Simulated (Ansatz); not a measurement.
Worked example: correlation energy of AsH₄, doublet

Geometry: that of the AsH4⁻, singlet, kept fixed.

```xyz
5

As    0.0320    0.0000    0.0000
H    -0.2144    0.0000    1.8300
H    -0.9738   -1.1394    0.0000
H    -0.9738    1.1394    0.0000
H    -0.2144    0.0000   -1.8300
```

Basis aug-cc-pVDZ; Ansatz 0.2.0. Correlated methods freeze the noble-gas cores and the filled d shells of p-block atoms, which leaves 9 electrons in 58 orbitals. Prefix R: restricted or restricted open-shell reference; prefix U: unrestricted. No spin–orbit coupling is included, and no scalar relativity.

Full CI isn't at hand for all of this; UCCSDT(Q) serves as the reference, and is uncertain by about the last step of the cluster series.

Unrestricted rows (U) aren't spin-pure: their determinants' ⟨S²⟩ exceeds S(S+1) by up to 0.12, so they mix in states of higher spin.

Runs differ by some tens of microhartree through their thresholds and, for an open shell, their frozen cores, so steps under 0.03 kcal/mol mean nothing.

```
    level  total energy (hartree)
      UHF            -2236.372789
     UMP2            -2236.511179
    UCCSD            -2236.547455
 UCCSD(T)            -2236.553023
   UCCSDT            -2236.554154
UCCSDT(Q)            -2236.554411
```

**Question.** What is the correlation energy at UCCSDT(Q), and what share of it do UMP2 and UCCSD recover?

**Answer.** E(corr) = -2236.554411 − (-2236.372789) = -0.181622 hartree = -4.942 eV. UMP2: -0.138390 / -0.181622 = 76.20 %. UCCSD: -0.174666 / -0.181622 = 96.17 %.

**Question.** By how many kcal/mol does UCCSD(T) miss UCCSDT(Q) (1 hartree = 627.509 kcal/mol), and which steps make up the rest?

**Answer.** -2236.553023 − (-2236.554411) = 0.001388 hartree = 0.87 kcal/mol. Steps: UCCSDT − UCCSD(T) = -0.71, UCCSDT(Q) − UCCSDT = -0.16 kcal/mol. Differences between like states or geometries often cancel part of this.
